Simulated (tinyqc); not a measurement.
CCSD on RHF in the sto-6g basis, frozen core, for H2O, spin multiplicity 1, step by step (part 2 of 2). Computed by tinyqc, a small Python program that keeps every step (integrals from PySCF). Command: `OMP_NUM_THREADS=1 python tinyqc.py 31530 31531 out.jsonl` (the two numbers bound the seeds that draw the settings). One thread of a shared host (Intel(R) Xeon(R) Processor @ 2.60GHz), about 0.3 s of CPU time with the checks.

Geometry (angstrom):

| atom | x | y | z |
|---|---|---|---|
| O | 0.000000 | 0.000000 | 0.000000 |
| H | 0.000000 | 0.741000 | 0.733000 |
| H | 0.000000 | -0.804000 | 0.795000 |

## CCSD: amplitude update 1

Starting amplitudes (spin orbitals 1a, 1b, ...; amplitudes related by a flip of all spins are not repeated; the 24 largest):

| from | to | t |
|---|---|---|
| 3a 3b | 7a 7b | -0.070227 |
| 4a 4b | 6a 6b | -0.063045 |
| 3a 4b | 6b 7a | 0.039404 |
| 3a 3b | 6a 6b | -0.033140 |
| 3a 4b | 6a 6b | 0.029852 |
| 4a 4b | 7a 7b | -0.029068 |
| 2a 2b | 6a 6b | -0.026411 |
| 3a 4a | 6a 7a | 0.026273 |
| 3a 4b | 7a 7b | -0.020379 |
| 2a 2b | 7a 7b | -0.020270 |
| 5a 5b | 6a 6b | -0.018435 |
| 2a 3b | 6a 7b | -0.017768 |
| 2a 4b | 6a 6b | -0.017232 |
| 2a 3b | 7a 7b | -0.014308 |
| 5a 5b | 7a 7b | -0.013232 |
| 3a 4b | 6a 7b | -0.013131 |
| 2a 3a | 6a 7a | -0.012358 |
| 2a 3b | 6a 6b | 0.011756 |
| 3a 3b | 6a 7b | 0.011712 |
| 2a 4b | 6b 7a | 0.010202 |
| 2a 4b | 6a 7b | -0.007264 |
| 2a 3b | 6b 7a | 0.005410 |
| 2a 2b | 6a 7b | -0.004219 |
| 4a 4b | 6a 7b | 0.004130 |

Two-electron integrals over orbitals (pq|rs), unique and non-zero (hartree); the lowest 1 orbital is frozen and left out:
```
(22|22) 0.729412    (32|22) 0.005068    (32|32) 0.132763    (33|22) 0.633319
(33|32) 0.000686    (33|33) 0.615210    (42|22) -0.021688   (42|32) 0.003348
(42|33) -0.003044   (42|42) 0.127300    (43|22) 0.013264    (43|32) 0.018196
(43|33) 0.015411    (43|42) -0.022013   (43|43) 0.056408    (44|22) 0.651512
(44|32) -0.023436   (44|33) 0.575029    (44|42) -0.084040   (44|43) 0.009302
(44|44) 0.689686    (52|52) 0.149334    (53|52) -0.011202   (53|53) 0.029241
(54|52) -0.045983   (54|53) 0.005586    (54|54) 0.048444    (55|22) 0.754841
(55|32) -0.015610   (55|33) 0.621249    (55|42) -0.082468   (55|43) 0.021410
(55|44) 0.680658    (55|55) 0.880663    (62|22) -0.119135   (62|32) 0.020676
(62|33) -0.071831   (62|42) -0.032544   (62|43) -0.011090   (62|44) -0.046585
(62|55) -0.125018   (62|62) 0.090675    (63|22) 0.056884    (63|32) 0.013311
(63|33) 0.044115    (63|42) -0.028191   (63|43) 0.030175    (63|44) 0.029677
(63|55) 0.069627    (63|62) -0.032170   (63|63) 0.067594    (64|22) -0.126117
(64|32) -0.024022   (64|33) -0.060002   (64|42) 0.064571    (64|43) -0.027861
(64|44) -0.120765   (64|55) -0.151333   (64|62) 0.046001    (64|63) -0.058891
(64|64) 0.120162    (65|52) -0.043820   (65|53) 0.010674    (65|54) -0.007000
(65|65) 0.032570    (66|22) 0.603677    (66|32) -0.056062   (66|33) 0.555116
(66|42) 0.041043    (66|43) -0.043023   (66|44) 0.573420    (66|55) 0.591748
(66|62) -0.081569   (66|63) -0.016879   (66|64) -0.024400   (66|66) 0.647663
(72|22) -0.066520   (72|32) -0.043999   (72|33) -0.022716   (72|42) -0.000405
(72|43) 0.030125    (72|44) -0.041321   (72|55) -0.069728   (72|62) 0.014901
(72|63) 0.015335    (72|64) 0.028237    (72|66) -0.048989   (72|72) 0.073577
(73|22) -0.140696   (73|32) 0.038527    (73|33) -0.083230   (73|42) 0.075775
(73|43) 0.000619    (73|44) -0.127510   (73|55) -0.182662   (73|62) 0.050367
(73|63) -0.025040   (73|64) 0.081611    (73|66) -0.071338   (73|72) 0.041967
(73|73) 0.157050    (74|22) -0.021381   (74|32) 0.067555    (74|33) -0.009777
(74|42) 0.001188    (74|43) 0.004836    (74|44) -0.035298   (74|55) -0.030184
(74|62) 0.020105    (74|63) 0.027195    (74|64) -0.008278   (74|66) -0.053020
(74|72) -0.005805   (74|73) 0.044211    (74|74) 0.061120    (75|52) -0.024250
(75|53) -0.020479   (75|54) 0.002049    (75|65) 0.004826    (75|75) 0.025979
(76|22) 0.009953    (76|32) 0.053538    (76|33) 0.000435    (76|42) 0.014687
(76|43) 0.036043    (76|44) -0.017366   (76|55) 0.001262    (76|62) -0.016632
(76|63) 0.024037    (76|64) -0.026569   (76|66) -0.040091   (76|72) 0.000400
(76|73) 0.030394    (76|74) 0.027998    (76|76) 0.054247    (77|22) 0.613019
(77|32) 0.067170    (77|33) 0.595647    (77|42) -0.009266   (77|43) 0.045063
(77|44) 0.554520    (77|55) 0.600808    (77|62) -0.060281   (77|63) 0.063835
(77|64) -0.075538   (77|66) 0.504708    (77|72) -0.025776   (77|73) -0.041557
(77|74) 0.034548    (77|76) 0.047863    (77|77) 0.652543
```

orbital energies (hartree): MO1 -20.534829, MO2 -1.234256, MO3 -0.537478, MO4 -0.470643, MO5 -0.401043, MO6 0.482343, MO7 0.580674

t_i^a D_i^a and t_ij^ab D_ij^ab are set to the remaining terms of the spin-orbital equations, evaluated with the old amplitudes; for the doubles these are <ij||ab> + 1/2 <ab||ef> t_ij^ef + 1/2 <mn||ij> t_mn^ab + P(ij)P(ab) <mb||ej> t_im^ae + terms in t^2 + terms with t1, D the orbital-energy denominators.

Amplitudes after update 1 (spin orbitals 1a, 1b, ...; amplitudes related by a flip of all spins are not repeated; the 24 largest):

| from | to | t |
|---|---|---|
| 3a 3b | 7a 7b | -0.090280 |
| 4a 4b | 6a 6b | -0.081111 |
| 3a 4b | 6b 7a | 0.048287 |
| 3a 3b | 6a 6b | -0.045117 |
| 3a 4b | 6a 6b | 0.042282 |
| 4a 4b | 7a 7b | -0.037590 |
| 2a 2b | 6a 6b | -0.029329 |
| 3a 4b | 7a 7b | -0.028011 |
| 3a 4a | 6a 7a | 0.026313 |
| 2a 4b | 6a 6b | -0.025180 |
| 5a 5b | 6a 6b | -0.022337 |
| 2a 2b | 7a 7b | -0.021994 |
| 3a 4b | 6a 7b | -0.021974 |
| 2a 3b | 6a 7b | -0.021333 |
| 2a 3b | 7a 7b | -0.019705 |
| 2a 3b | 6a 6b | 0.015623 |
| 5a 5b | 7a 7b | -0.014602 |
| 3a 3b | 6a 7b | 0.013159 |
| 2a 4b | 6b 7a | 0.012055 |
| 2a 3a | 6a 7a | -0.011387 |
| 2a 3b | 6b 7a | 0.009946 |
| 2a 4b | 6a 7b | -0.009493 |
| 4a 4b | 6a 7b | 0.007823 |
| 4a | 6a | 0.007607 |

correlation energy = -0.06436006 hartree

## CCSD: amplitude update 2

As before.

Amplitudes after update 2 (spin orbitals 1a, 1b, ...; amplitudes related by a flip of all spins are not repeated; the 24 largest):

| from | to | t |
|---|---|---|
| 3a 3b | 7a 7b | -0.097340 |
| 4a 4b | 6a 6b | -0.088545 |
| 3a 4b | 6b 7a | 0.050869 |
| 3a 3b | 6a 6b | -0.049625 |
| 3a 4b | 6a 6b | 0.047652 |
| 4a 4b | 7a 7b | -0.040772 |
| 3a 4b | 7a 7b | -0.031369 |
| 2a 2b | 6a 6b | -0.029481 |
| 2a 4b | 6a 6b | -0.028067 |
| 3a 4b | 6a 7b | -0.026819 |
| 3a 4a | 6a 7a | 0.024049 |
| 5a 5b | 6a 6b | -0.023378 |
| 2a 2b | 7a 7b | -0.021797 |
| 2a 3b | 6a 7b | -0.021788 |
| 2a 3b | 7a 7b | -0.021534 |
| 2a 3b | 6a 6b | 0.016818 |
| 5a 5b | 7a 7b | -0.014494 |
| 3a 3b | 6a 7b | 0.013216 |
| 2a 4b | 6b 7a | 0.012381 |
| 2a 3b | 6b 7a | 0.012023 |
| 4a | 6a | 0.011288 |
| 2a 4b | 6a 7b | -0.010290 |
| 2a 3a | 6a 7a | -0.009765 |
| 4a 4b | 6a 7b | 0.009471 |

correlation energy = -0.06881812 hartree

## CCSD: amplitude update 3

As before.

Amplitudes after update 3 (spin orbitals 1a, 1b, ...; amplitudes related by a flip of all spins are not repeated; the 24 largest):

| from | to | t |
|---|---|---|
| 3a 3b | 7a 7b | -0.100183 |
| 4a 4b | 6a 6b | -0.092075 |
| 3a 4b | 6b 7a | 0.051827 |
| 3a 3b | 6a 6b | -0.051229 |
| 3a 4b | 6a 6b | 0.049989 |
| 4a 4b | 7a 7b | -0.042031 |
| 3a 4b | 7a 7b | -0.032877 |
| 2a 2b | 6a 6b | -0.029347 |
| 3a 4b | 6a 7b | -0.029265 |
| 2a 4b | 6a 6b | -0.029185 |
| 5a 5b | 6a 6b | -0.023655 |
| 3a 4a | 6a 7a | 0.022563 |
| 2a 3b | 7a 7b | -0.022191 |
| 2a 3b | 6a 7b | -0.021741 |
| 2a 2b | 7a 7b | -0.021531 |
| 2a 3b | 6a 6b | 0.017194 |
| 5a 5b | 7a 7b | -0.014278 |
| 3a 3b | 6a 7b | 0.013256 |
| 4a | 6a | 0.013118 |
| 2a 3b | 6b 7a | 0.012882 |
| 2a 4b | 6b 7a | 0.012453 |
| 2a 4b | 6a 7b | -0.010624 |
| 4a 4b | 6a 7b | 0.010074 |
| 2a 3a | 6a 7a | -0.008858 |

correlation energy = -0.07054522 hartree

## CCSD: convergence

E_corr = 1/4 sum <ij||ab> t_ij^ab + 1/2 sum <ij||ab> t_i^a t_j^b; stop when the norm of the change is below 1e-8.

Course of the amplitude iterations:

| update | correlation energy (hartree) | norm of the change |
|---|---|---|
| 0 | -0.05088439 | - |
| 1 | -0.06436006 | 9.18e-02 |
| 2 | -0.06881812 | 3.73e-02 |
| 3 | -0.07054522 | 1.67e-02 |
| 4 | -0.07127398 | 7.72e-03 |
| 5 | -0.07159529 | 3.68e-03 |
| 6 | -0.07174059 | 1.80e-03 |
| 7 | -0.07180754 | 9.09e-04 |
| 8 | -0.07183888 | 4.69e-04 |
| 9 | -0.07185378 | 2.46e-04 |
| 10 | -0.07186097 | 1.31e-04 |
| 11 | -0.07186450 | 7.04e-05 |
| 12 | -0.07186626 | 3.82e-05 |
| 13 | -0.07186714 | 2.08e-05 |
| 14 | -0.07186759 | 1.13e-05 |
| 15 | -0.07186782 | 6.21e-06 |
| 16 | -0.07186794 | 3.41e-06 |
| 17 | -0.07186801 | 1.87e-06 |
| 18 | -0.07186804 | 1.03e-06 |
| 19 | -0.07186806 | 5.65e-07 |
| 20 | -0.07186807 | 3.11e-07 |
| 21 | -0.07186808 | 1.71e-07 |
| 22 | -0.07186808 | 9.42e-08 |
| 23 | -0.07186808 | 5.19e-08 |
| 24 | -0.07186808 | 2.86e-08 |
| 25 | -0.07186808 | 1.57e-08 |
| 26 | -0.07186808 | 8.67e-09 |

Converged amplitudes (spin orbitals 1a, 1b, ...; amplitudes related by a flip of all spins are not repeated; the 24 largest):

| from | to | t |
|---|---|---|
| 3a 3b | 7a 7b | -0.102497 |
| 4a 4b | 6a 6b | -0.095758 |
| 3a 4b | 6b 7a | 0.052591 |
| 3a 4b | 6a 6b | 0.051784 |
| 3a 3b | 6a 6b | -0.051743 |
| 4a 4b | 7a 7b | -0.042889 |
| 3a 4b | 7a 7b | -0.034113 |
| 3a 4b | 6a 7b | -0.031658 |
| 2a 4b | 6a 6b | -0.030022 |
| 2a 2b | 6a 6b | -0.029140 |
| 5a 5b | 6a 6b | -0.023647 |
| 2a 3b | 7a 7b | -0.022593 |
| 2a 3b | 6a 7b | -0.021483 |
| 2a 2b | 7a 7b | -0.021202 |
| 3a 4a | 6a 7a | 0.020933 |
| 2a 3b | 6a 6b | 0.017317 |
| 4a | 6a | 0.015271 |
| 5a 5b | 7a 7b | -0.013971 |
| 3a 3b | 6a 7b | 0.013602 |
| 2a 3b | 6b 7a | 0.013453 |
| 2a 4b | 6b 7a | 0.012521 |
| 2a 4b | 6a 7b | -0.010942 |
| 4a 4b | 6a 7b | 0.010252 |
| 2a 3a | 6a 7a | -0.008030 |

CCSD total energy = -75.73020175 hartree

T1 diagnostic, norm of the one-spin t1 over sqrt(correlated electrons) = 0.006250

Converged in 26 updates.
